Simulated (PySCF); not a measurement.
Ligands exchanged one at a time, C C2H5-H. Gas-phase values, no solvent. One relaxed conformer stands for each flexible species; it need not be the lowest. Strings in code marks are SMILES.

These are PBE-D3(BJ)/def2-TZVP // PBE-D3(BJ)/def2-SVP in PySCF values and carry that method's errors. Delta-SCF ions had no search for a lower state. Excitations are Tamm–Dancoff values on a coarser integration grid. The basis has no diffuse functions, so Rydberg states are missing or too high.

```tsv
species	HOMO (eV)	S1–T1 gap (TDA) (eV)	vertical ionisation energy (Delta-SCF) (eV)	T1 excitation (TDA) (eV)	S1 oscillator strength
0 of 4 C2H5 replaced by H (`CCC(CC)(CC)CC`)	-6.95	0.09	(withheld)	6.97	0.002
1 of 4 C2H5 replaced by H (`CCC(CC)CC`)	-7.18	0.13	–	7.58	0.000
2 of 4 C2H5 replaced by H	-7.48	0.21	10.27	7.74	0.000
3 of 4 C2H5 replaced by H (`CCC`)	-7.66	(withheld)	(withheld)	7.94	(withheld)
4 of 4 C2H5 replaced by H (`C`)	-9.38	–	(withheld)	–	–
```

Some entries are withheld; supply them.


- 0 of 4 C2H5 replaced by H (`CCC(CC)(CC)CC`), vertical ionisation energy (Delta-SCF) (eV): 9.37
- 3 of 4 C2H5 replaced by H (`CCC`), S1–T1 gap (TDA) (eV): 0.25
- 3 of 4 C2H5 replaced by H (`CCC`), vertical ionisation energy (Delta-SCF) (eV): 10.98
- 3 of 4 C2H5 replaced by H (`CCC`), S1 oscillator strength: 0.003
- 4 of 4 C2H5 replaced by H (`C`), vertical ionisation energy (Delta-SCF) (eV): 13.85
